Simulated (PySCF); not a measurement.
Gas-phase reaction: 2 Si2H5 + C4H8 (cyclic) → 4 H2CSiH2 + 2 H, at 1200 K and a standard pressure of 1 bar. Level: B3LYP/6-31G*.

Energies from PySCF, thermal terms from the rigid-rotor harmonic-oscillator model, ideal gas at 1 bar. 6-31G* has spherical d functions here. Open shells (unrestricted): Si2H5 (multiplicity 2), H (multiplicity 2); the rest are closed-shell singlets. B3LYP is the form with VWN-RPA correlation. Si2H5, H2CSiH2: computed as isolated molecules; such fragments, hydroxides, amides, oligomers or adducts are transient or little studied in the gas. The harmonic model lacks anharmonicity and excited electronic states, which grow with temperature; levels with a mode under 35 cm⁻¹ are left out. Internal rotation in Si2H5 is treated as a harmonic vibration of one conformer, which makes the entropy rough.

```tsv
species	E (Ha)	H(1200 K) − E (kJ/mol)	S°(1200 K) (J/mol/K)
Si2H5	-581.93280	221.8	440.0
C4H8 (cyclic)	-157.21066	448.0	459.6
H2CSiH2	-329.93918	198.3	361.6
H	-0.50027	24.9	143.7
```
E: electronic energy; H − E holds the zero-point and thermal terms. 1 Ha = 2625.5 kJ/mol.

Question: Work out ΔH°, ΔS°, ΔG° and log10 K from these numbers.

Answer: 1. ΔE = 4×(-329.93918) + 2×(-0.50027) − 2×(-581.93280) − 1×(-157.21066) = 0.31900 Ha = 837.5 kJ.
2. Δ(H − E) = 4×(198.3) + 2×(24.9) − 2×(221.8) − 1×(448.0) = -48.6 kJ, so ΔH° = 788.9 kJ.
3. ΔS° = 4×(361.6) + 2×(143.7) − 2×(440.0) − 1×(459.6) = 394.2 J/K; the number of gas molecules changes by +3.
4. ΔG° = ΔH° − TΔS° = 788.9 − 1200×(394.2)/1000 = 315.9 kJ.
5. log10 K = −ΔG°/(RT ln 10) = -13.75, with RT ln 10 = 22.97 kJ/mol; at standard pressures the reactants are favoured.
6. A shift of 10 kJ in ΔE would move log10 K by 0.44 here.
For scale, ΔH°(298 K) is 776 kJ at this level, 733 kJ at ωB97M-V/def2-TZVP†, and runs from 649 to 908 kJ over the 19 levels computed († marks an energy on the PBE0/def2-TZVP geometry).
